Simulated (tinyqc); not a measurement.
Worked calculation: CIS on RHF in the sto-3g basis, frozen core, for HF, spin multiplicity 1. One step of it, computed by the program tinyqc.

Question. CIS matrix, singlets. A(ia,jb) = (e_a - e_i) d_ij d_ab + 2 (ia|jb) - (ij|ab).

orbital energies (hartree): MO1 -25.922813, MO2 -1.419433, MO3 -0.501990, MO4 -0.462684, MO5 -0.462684, MO6 0.398726

Two-electron integrals over orbitals (pq|rs), unique and non-zero (hartree); the lowest 1 orbital is frozen and left out:
```
(22|22) 0.868819    (32|22) -0.043585   (32|32) 0.139946    (33|22) 0.704037
(33|32) -0.019159   (33|33) 0.690831    (42|42) 0.188119    (43|42) -0.030664
(43|43) 0.037196    (44|22) 0.892275    (44|32) -0.069311   (44|33) 0.691497
(44|44) 0.997514    (52|52) 0.188119    (53|52) -0.030664   (53|53) 0.037196
(54|54) 0.053770    (55|22) 0.892275    (55|32) -0.069311   (55|33) 0.691497
(55|44) 0.889973    (55|55) 0.997514    (62|22) -0.093539   (62|32) -0.072106
(62|33) -0.023815   (62|44) -0.092151   (62|55) -0.092151   (62|62) 0.091891
(63|22) -0.224966   (63|32) 0.084514    (63|33) -0.098256   (63|44) -0.237509
(63|55) -0.237509   (63|62) 0.040531    (63|63) 0.222324    (64|42) -0.030954
(64|43) -0.021184   (64|64) 0.029485    (65|52) -0.030954   (65|53) -0.021184
(65|65) 0.029485    (66|22) 0.646737    (66|32) 0.050232    (66|33) 0.653997
(66|44) 0.629373    (66|55) 0.629373    (66|62) -0.056423   (66|63) -0.024007
(66|66) 0.683163
```

Give: CIS matrix A, singlet.

Answer.

CIS matrix A, singlet (hartree), lower triangle:
```
       2>6    3>6    4>6    5>6
2>6  1.355
3>6  0.031  0.691
4>6  0.000  0.000  0.291
5>6  0.000  0.000  0.000  0.291
```
